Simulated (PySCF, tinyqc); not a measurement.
G0W0 on RHF in the sto-3g basis, for HF, spin multiplicity 1, step by step. The lowest restricted solution is unstable here: a spin-polarised one lies 0.0117 hartree lower (PySCF). Computed by tinyqc, a small Python program that keeps every step (integrals from PySCF). Settings: charge = 0, multiplicity = 1, basis = sto-3g, method = RHF, energy threshold = 1e-10, iteration cap = 90, orthogonalisation = canonical, start = core, DIIS depth = 6. Command: `OMP_NUM_THREADS=1 python tinyqc.py 26763 26764 out.jsonl` (the two numbers bound the seeds that draw the settings). One thread of a shared host (Intel(R) Xeon(R) Processor @ 2.60GHz), about 0.06 s of CPU time with the checks. The early iterations of the SCF are left out here.

## One-electron integrals

Geometry (angstrom):
```
atom         x         y         z
F     0.000000  0.000000  0.000000
H     0.000000  0.000000  1.316000
```

Basis sto-3g: exponents (1/bohr^2) and contraction coefficients of normalised primitives:
```
element  l (shell)    exponent  coefficient
F            s (1)  166.679130     0.154329
F            s (1)   30.360812     0.535328
F            s (1)    8.216821     0.444635
F            s (2)    6.464803    -0.099967
F            s (2)    1.502281     0.399513
F            s (2)    0.488588     0.700115
F            p (3)    6.464803     0.155916
F            p (3)    1.502281     0.607684
F            p (3)    0.488588     0.391957
H            s (1)    3.425251     0.154329
H            s (1)    0.623914     0.535328
H            s (1)    0.168855     0.444635
```

Overlap, kinetic and nuclear-attraction integrals over the contracted functions; the nuclear repulsion is the sum of Za Zb / Rab.

nuclear repulsion = 3.61899308 hartree

overlap S, order 1F 1s, 1F 2s, 1F 2px, 1F 2py, 1F 2pz, 2H 1s:
$$\begin{pmatrix}
1.000000 & 0.237990 & 0.000000 & 0.000000 & 0.000000 & 0.019247 \\
0.237990 & 1.000000 & 0.000000 & 0.000000 & 0.000000 & 0.230455 \\
0.000000 & 0.000000 & 1.000000 & 0.000000 & 0.000000 & 0.000000 \\
0.000000 & 0.000000 & 0.000000 & 1.000000 & 0.000000 & 0.000000 \\
0.000000 & 0.000000 & 0.000000 & 0.000000 & 1.000000 & 0.206542 \\
0.019247 & 0.230455 & 0.000000 & 0.000000 & 0.206542 & 1.000000
\end{pmatrix}$$

kinetic energy T (hartree), order 1F 1s, 1F 2s, 1F 2px, 1F 2py, 1F 2pz, 2H 1s:
$$\begin{pmatrix}
36.984577 & -0.212858 & 0.000000 & 0.000000 & 0.000000 & -0.006308 \\
-0.212858 & 1.037995 & 0.000000 & 0.000000 & 0.000000 & 0.002565 \\
0.000000 & 0.000000 & 3.248015 & 0.000000 & 0.000000 & 0.000000 \\
0.000000 & 0.000000 & 0.000000 & 3.248015 & 0.000000 & 0.000000 \\
0.000000 & 0.000000 & 0.000000 & 0.000000 & 3.248015 & 0.059845 \\
-0.006308 & 0.002565 & 0.000000 & 0.000000 & 0.059845 & 0.760032
\end{pmatrix}$$

nuclear attraction V (hartree), order 1F 1s, 1F 2s, 1F 2px, 1F 2py, 1F 2pz, 2H 1s:
$$\begin{pmatrix}
-77.411690 & -9.272507 & 0.000000 & 0.000000 & -0.007311 & -0.767619 \\
-9.272507 & -11.943206 & 0.000000 & 0.000000 & -0.091250 & -1.921914 \\
0.000000 & 0.000000 & -11.835881 & 0.000000 & 0.000000 & 0.000000 \\
0.000000 & 0.000000 & 0.000000 & -11.835881 & 0.000000 & 0.000000 \\
-0.007311 & -0.091250 & 0.000000 & 0.000000 & -11.880479 & -1.463710 \\
-0.767619 & -1.921914 & 0.000000 & 0.000000 & -1.463710 & -4.813983
\end{pmatrix}$$

core Hamiltonian H = T + V (hartree), order 1F 1s, 1F 2s, 1F 2px, 1F 2py, 1F 2pz, 2H 1s:
$$\begin{pmatrix}
-40.427113 & -9.485364 & 0.000000 & 0.000000 & -0.007311 & -0.773927 \\
-9.485364 & -10.905211 & 0.000000 & 0.000000 & -0.091250 & -1.919350 \\
0.000000 & 0.000000 & -8.587867 & 0.000000 & 0.000000 & 0.000000 \\
0.000000 & 0.000000 & 0.000000 & -8.587867 & 0.000000 & 0.000000 \\
-0.007311 & -0.091250 & 0.000000 & 0.000000 & -8.632464 & -1.403865 \\
-0.773927 & -1.919350 & 0.000000 & 0.000000 & -1.403865 & -4.053952
\end{pmatrix}$$

## Two-electron integrals

Functions are numbered as in S; the eight-fold symmetry (ij|kl) = (ji|kl) = (kl|ij) leaves the list below.

Two-electron integrals (ij|kl) in chemists' order, unique and non-zero (hartree):
```
(11|11) 5.403501   (21|11) 0.841920   (21|21) 0.156299   (22|11) 1.268028
(22|21) 0.292344   (22|22) 0.926167   (31|31) 0.027998   (32|31) 0.043169
(32|32) 0.204588   (33|11) 1.264502   (33|21) 0.292403   (33|22) 0.925959
(33|33) 0.997514   (41|41) 0.027998   (42|41) 0.043169   (42|42) 0.204588
(43|43) 0.053770   (44|11) 1.264502   (44|21) 0.292403   (44|22) 0.925959
(44|33) 0.889973   (44|44) 0.997514   (51|51) 0.027998   (52|51) 0.043169
(52|52) 0.204588   (53|53) 0.053770   (54|54) 0.053770   (55|11) 1.264502
(55|21) 0.292403   (55|22) 0.925959   (55|33) 0.889973   (55|44) 0.889973
(55|55) 0.997514   (61|11) 0.068873   (61|21) 0.012689   (61|22) 0.023623
(61|33) 0.023589   (61|44) 0.023589   (61|51) 0.000491   (61|52) 0.000930
(61|55) 0.023694   (61|61) 0.001040   (62|11) 0.196182   (62|21) 0.045931
(62|22) 0.165115   (62|33) 0.162635   (62|44) 0.162635   (62|51) 0.003080
(62|52) 0.025409   (62|55) 0.169908   (62|61) 0.003786   (62|62) 0.038084
(63|31) 0.004539   (63|32) 0.027939   (63|53) 0.005172   (63|63) 0.005355
(64|41) 0.004539   (64|42) 0.027939   (64|54) 0.005172   (64|64) 0.005355
(65|11) 0.142686   (65|21) 0.033808   (65|22) 0.130259   (65|33) 0.124954
(65|44) 0.124954   (65|51) 0.006490   (65|52) 0.046569   (65|55) 0.140720
(65|61) 0.002885   (65|62) 0.037030   (65|65) 0.041182   (66|11) 0.398492
(66|21) 0.094773   (66|22) 0.393981   (66|33) 0.382675   (66|44) 0.382675
(66|51) 0.006868   (66|52) 0.081403   (66|55) 0.416304   (66|61) 0.007833
(66|62) 0.124070   (66|65) 0.141411   (66|66) 0.774606
```

## Orthogonalisation

S = U s U^T; canonical form X = U s^(-1/2), so that X^T S X = 1. Each column of U has its largest component positive (the first on a tie).

eigenvalues of S: [0.642227, 0.856595, 1.000000, 1.000000, 1.125285, 1.375892]

X, order 1F 1s, 1F 2s, 1F 2px, 1F 2py, 1F 2pz, 2H 1s:
$$\begin{pmatrix}
-0.486156 & 0.648786 & 0.000000 & 0.000000 & -0.523527 & 0.360923 \\
0.789345 & -0.354597 & 0.000000 & 0.000000 & -0.305876 & 0.530256 \\
0.000000 & 0.000000 & 0.962128 & 0.272599 & 0.000000 & 0.000000 \\
0.000000 & 0.000000 & -0.272599 & 0.962128 & 0.000000 & 0.000000 \\
0.417605 & 0.647179 & 0.000000 & 0.000000 & 0.617154 & 0.270433 \\
-0.723377 & -0.449344 & 0.000000 & 0.000000 & 0.374356 & 0.492169
\end{pmatrix}$$

Within a degenerate level the vectors are fixed only up to a rotation; this is one choice.

## Iteration 7 (converged): orbitals

converged F (hartree), order 1F 1s, 1F 2s, 1F 2px, 1F 2py, 1F 2pz, 2H 1s:
$$\begin{pmatrix}
-25.920954 & -6.625980 & 0.000000 & 0.000000 & -0.013628 & -0.547570 \\
-6.625980 & -3.014482 & 0.000000 & 0.000000 & -0.015173 & -0.558098 \\
0.000000 & 0.000000 & -0.464272 & 0.000000 & 0.000000 & 0.000000 \\
0.000000 & 0.000000 & 0.000000 & -0.464272 & 0.000000 & 0.000000 \\
-0.013628 & -0.015173 & 0.000000 & 0.000000 & -0.197691 & -0.396720 \\
-0.547570 & -0.558098 & 0.000000 & 0.000000 & -0.396720 & -0.250622
\end{pmatrix}$$

Diagonalise F' = X^T F X, C = X C', fill 5 alpha and 5 beta electrons from the bottom; D = 2 C_occ C_occ^T. Each column has its largest component positive (the first on a tie).

F' = X^T F X (hartree):
$$\begin{pmatrix}
-2.597398 & 4.796519 & 0.000000 & 0.000000 & -4.379131 & 3.434234 \\
4.796519 & -8.006786 & 0.000000 & 0.000000 & 8.280295 & -6.856689 \\
0.000000 & 0.000000 & -0.464272 & 0.000000 & 0.000000 & 0.000000 \\
0.000000 & 0.000000 & 0.000000 & -0.464272 & 0.000000 & 0.000000 \\
-4.379131 & 8.280295 & 0.000000 & 0.000000 & -9.445329 & 7.753344 \\
3.434234 & -6.856689 & 0.000000 & 0.000000 & 7.753344 & -7.433986
\end{pmatrix}$$

orbital energies (hartree): MO1 -25.930153, MO2 -1.408949, MO3 -0.464272, MO4 -0.464272, MO5 -0.461697, MO6 0.317300

coefficients C, order 1F 1s, 1F 2s, 1F 2px, 1F 2py, 1F 2pz, 2H 1s:
$$\begin{pmatrix}
0.995015 & -0.259604 & 0.000000 & 0.000000 & 0.044389 & 0.046875 \\
0.020371 & 1.004303 & 0.000000 & 0.000000 & -0.225277 & -0.252480 \\
0.000000 & 0.000000 & 0.960087 & -0.279701 & 0.000000 & 0.000000 \\
0.000000 & 0.000000 & 0.279701 & 0.960087 & 0.000000 & 0.000000 \\
0.001044 & 0.017278 & 0.000000 & 0.000000 & 0.685423 & -0.759700 \\
-0.002620 & 0.087296 & 0.000000 & 0.000000 & 0.609798 & 0.853274
\end{pmatrix}$$

D after iteration 7, order 1F 1s, 1F 2s, 1F 2px, 1F 2py, 1F 2pz, 2H 1s:
$$\begin{pmatrix}
2.118840 & -0.500902 & 0.000000 & 0.000000 & 0.053956 & 0.003597 \\
-0.500902 & 2.119579 & 0.000000 & 0.000000 & -0.274072 & -0.099510 \\
0.000000 & 0.000000 & 2.000000 & 0.000000 & 0.000000 & 0.000000 \\
0.000000 & 0.000000 & 0.000000 & 2.000000 & 0.000000 & 0.000000 \\
0.053956 & -0.274072 & 0.000000 & 0.000000 & 0.940207 & 0.838950 \\
0.003597 & -0.099510 & 0.000000 & 0.000000 & 0.838950 & 0.758963
\end{pmatrix}$$

Within a degenerate level the vectors are fixed only up to a rotation; this is one choice.

## Convergence

Stop when the energy changes by less than 1e-10 hartree and every element of the error matrix X^T (F D S - S D F) X is below 3e-06.

Course of the cycle:
```
iteration   E (hartree)     change  largest element of the error matrix
1          -97.90141038          -                             3.61e-01
2          -98.46055156  -5.59e-01                             1.32e-01
3          -98.48222152  -2.17e-02                             3.25e-02
4          -98.48285194  -6.30e-04                             1.49e-03
5          -98.48285353  -1.59e-06                             4.11e-05
6          -98.48285353  -1.27e-09                             2.92e-07
7          -98.48285353  -1.56e-13                             1.91e-09
```

PySCF RHF in the same basis = -98.48285353 hartree

Converged in 7 iterations.

## Integrals over molecular orbitals

(pq|rs) = sum C_ip C_jq C_kr C_ls (ij|kl), one index at a time.

one-electron integrals over orbitals h = C^T H C (hartree):
$$\begin{pmatrix}
-40.409938 & 0.725412 & 0.000000 & 0.000000 & -0.116686 & -0.128392 \\
0.725412 & -9.120026 & 0.000000 & 0.000000 & 0.459360 & 0.707005 \\
0.000000 & 0.000000 & -8.587867 & 0.000000 & 0.000000 & 0.000000 \\
0.000000 & 0.000000 & 0.000000 & -8.587867 & 0.000000 & 0.000000 \\
-0.116686 & 0.459360 & 0.000000 & 0.000000 & -6.666806 & 2.330278 \\
-0.128392 & 0.707005 & 0.000000 & 0.000000 & 2.330278 & -5.942585
\end{pmatrix}$$

Two-electron integrals over orbitals (pq|rs), unique and non-zero (hartree):
```
(11|11) 5.364703    (21|11) -0.524130   (21|21) 0.080704    (22|11) 1.238450
(22|21) -0.023081   (22|22) 0.876712    (31|31) 0.029527    (32|31) 0.040237
(32|32) 0.190495    (33|11) 1.264028    (33|21) -0.015178   (33|22) 0.897701
(33|33) 0.997514    (41|41) 0.029527    (42|41) 0.040237    (42|42) 0.190495
(43|43) 0.053770    (44|11) 1.264028    (44|21) -0.015178   (44|22) 0.897701
(44|33) 0.889973    (44|44) 0.997514    (51|11) 0.088842    (51|21) -0.013324
(51|22) 0.005524    (51|33) 0.002628    (51|44) 0.002628    (51|51) 0.016670
(52|11) -0.110315   (52|21) 0.004431    (52|22) -0.045650   (52|33) -0.061466
(52|44) -0.061466   (52|51) 0.020477    (52|52) 0.129767    (53|31) -0.006198
(53|32) -0.025015   (53|53) 0.033720    (54|41) -0.006198   (54|42) -0.025015
(54|54) 0.033720    (55|11) 0.869249    (55|21) -0.008270   (55|22) 0.679061
(55|33) 0.665095    (55|44) 0.665095    (55|51) -0.001683   (55|52) -0.010570
(55|55) 0.661985    (61|11) 0.094728    (61|21) -0.015085   (61|22) 0.002791
(61|33) 0.002794    (61|44) 0.002794    (61|51) -0.012800   (61|52) -0.022818
(61|55) 0.004753    (61|61) 0.018986    (62|11) -0.137823   (62|21) 0.003747
(62|22) -0.076551   (62|33) -0.076214   (62|44) -0.076214   (62|51) -0.019911
(62|52) -0.080793   (62|55) -0.020692   (62|61) 0.019267    (62|62) 0.091298
(63|31) -0.006232   (63|32) -0.025590   (63|53) -0.023199   (63|63) 0.028633
(64|41) -0.006232   (64|42) -0.025590   (64|54) -0.023199   (64|64) 0.028633
(65|11) -0.431822   (65|21) 0.007184    (65|22) -0.248973   (65|33) -0.254916
(65|44) -0.254916   (65|51) 0.001319    (65|52) 0.074831    (65|55) -0.089018
(65|61) -0.004394   (65|62) 0.032372    (65|65) 0.241338    (66|11) 0.828437
(66|21) -0.008827   (66|22) 0.631265    (66|33) 0.616957    (66|44) 0.616957
(66|51) 0.009186    (66|52) 0.041340    (66|55) 0.640771    (66|61) -0.006669
(66|62) -0.050229   (66|65) -0.028059   (66|66) 0.664766
```

## Screening: direct RPA

With D = e_a - e_i and K = (ia|jb): diagonalise D^(1/2) (D + 4K) D^(1/2) = Z w^2 Z^T; X + Y = D^(1/2) Z w^(-1/2), each column of Z with its largest component positive (the first on a tie); E_c = (sum w - tr (D + 2K)) / 2.

D^(1/2) (D + 4K) D^(1/2) (hartree^2), order 1>6, 2>6, 3>6, 4>6, 5>6:
$$\begin{pmatrix}
690.922184 & 0.518770 & 0.000000 & 0.000000 & -0.079483 \\
0.518770 & 3.610344 & 0.000000 & 0.000000 & 0.150159 \\
0.000000 & 0.000000 & 0.700371 & 0.000000 & 0.000000 \\
0.000000 & 0.000000 & 0.000000 & 0.700371 & 0.000000 \\
-0.079483 & 0.150159 & 0.000000 & 0.000000 & 1.358845
\end{pmatrix}$$

excitation energies w (hartree): [0.836882, 0.836882, 1.161402, 1.902612, 26.285406]

X + Y, order 1>6, 2>6, 3>6, 4>6, 5>6:
$$\begin{pmatrix}
0.000000 & 0.000000 & 0.000784 & -0.002769 & 0.999278 \\
0.000000 & 0.000000 & -0.080818 & 0.950430 & 0.000193 \\
0.226975 & 0.939357 & 0.000000 & 0.000000 & 0.000000 \\
0.939357 & -0.226975 & 0.000000 & 0.000000 & 0.000000 \\
0.000000 & 0.000000 & 0.817185 & 0.042417 & -0.000020
\end{pmatrix}$$

RPA correlation energy = -0.05521872 hartree

Within a degenerate level the vectors are fixed only up to a rotation; this is one choice.

## G0W0 on Hartree-Fock: HOMO

W(p,q,m) = sqrt2 sum_ia (pq|ia) (X+Y)_ia,m; Sigma_c(x) = sum_(i,m) W^2/(x - e_i + w_m) + sum_(a,m) W^2/(x - e_a - w_m); solve x = e_p + Sigma_c(x) by Newton steps; Z = 1/(1 - dSigma/dx); 1 hartree = 27.211386 eV.

The 12 largest terms at x = e_p (hartree; W for the signs of X + Y given):
```
q  m          W       term
6  3   0.275204  -0.039032
5  3  -0.100506   0.008698
2  3   0.095690   0.004342
2  4  -0.104016   0.003796
6  4   0.058006  -0.001255
3  2  -0.030819   0.001131
4  1  -0.030819   0.001131
5  4  -0.033171   0.000578
4  2   0.007447   0.000066
3  1  -0.007447   0.000066
2  5  -0.032271   0.000038
1  4  -0.026633   0.000026
```

Newton steps (hartree):
```
step          x  Sigma_c(x)         Z
0     -0.461697   -0.020405  0.966536
1     -0.481420   -0.019722  0.966485
2     -0.481419   -0.019722  0.966485
```

quasiparticle energy of the HOMO = -13.100086 eV

Hartree-Fock value = -12.563422 eV

## G0W0 on Hartree-Fock: LUMO

As before.

The 12 largest terms at x = e_p (hartree; W for the signs of X + Y given):
```
q  m          W       term
5  3   0.275204   0.039032
2  4   0.124580   0.004277
6  4  -0.069170  -0.002515
5  4   0.058006   0.001255
3  2   0.038038   0.000894
4  1   0.038038   0.000894
6  3  -0.026693  -0.000614
2  3   0.026998   0.000252
4  2  -0.009191   0.000052
3  1   0.009191   0.000052
2  5   0.027252   0.000027
1  4   0.025559   0.000023
```

Newton steps (hartree):
```
step         x  Sigma_c(x)         Z
0     0.317300    0.043643  0.975733
1     0.359884    0.042603  0.976548
2     0.359902    0.042602  0.976549
```

quasiparticle energy of the LUMO = 9.793445 eV

Hartree-Fock value = 8.634179 eV
